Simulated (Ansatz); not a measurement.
# AlPHF (triplet): relaxing a cheap start

Aim: relax a generated start of AlPHF (triplet) and see which bonds hold.

The runs use Ansatz 0.2.0, Gaussian basis; UKS PBE0/def2-TZVP.

### 1 The starting structure

4 atoms, charge 0, spin multiplicity 3.

Atoms are counted from 1 here; the program's logs count them from 0.

Bond lengths: F1–Al2 1.662 Å, Al2–P3 2.383 Å, P3–H4 1.404 Å. Angles: F1–Al2–P3 129.2°, Al2–P3–H4 85.1°.

The start was built by rule and, where that kept it together, relaxed with GFN2-xTB. Sticks and bond lists go by distance. 

### 2 The run

Input file in.yaml:

```yaml
crystal:
  periodic: [false, false, false]
  atoms:
    - {symbol: F, position_ang: [-2.017596, -0.224461, -0.001978]}
    - {symbol: Al, position_ang: [-0.548003, 0.552518, 0.003411]}
    - {symbol: P, position_ang: [1.647173, -0.374862, -0.001977]}
    - {symbol: H, position_ang: [2.081399, 0.959879, 0.006727]}
basis:
  gaussian: {orbitals: def2-TZVP}
magnetization: {spin_polarized: true, initial_magnetization: 2}
hamiltonian: {xc: pbe0}
relax: {f_tol: 0.004, max_steps: 80}
```

Launch:

```sh
$ ansatz run in.yaml --threads 1 --pin off --events-out ev --progress --plain --max-ram 2176MiB
```

**Question.** What will these runs give? Wanted: energy gained; shift from the start; total energy; dipole moment; ⟨S²⟩.

**Answer**, as computed:

| quantity | value |
| --- | --- |
| steps | 7 |
| energy gained | 0.074 eV |
| shift from the start (rms) | 0.146 Å |
| total energy | -18611.6377 eV |
| dipole moment | 1.89 D |
| ⟨S²⟩ | 2.011 |

What this shows: The bonds of the start are those of the end. P3–H4 went from 1.404 to 1.426 Å. No vibrations were run, so this is a stationary point, not a proven minimum, and this spin need not be the ground state's.
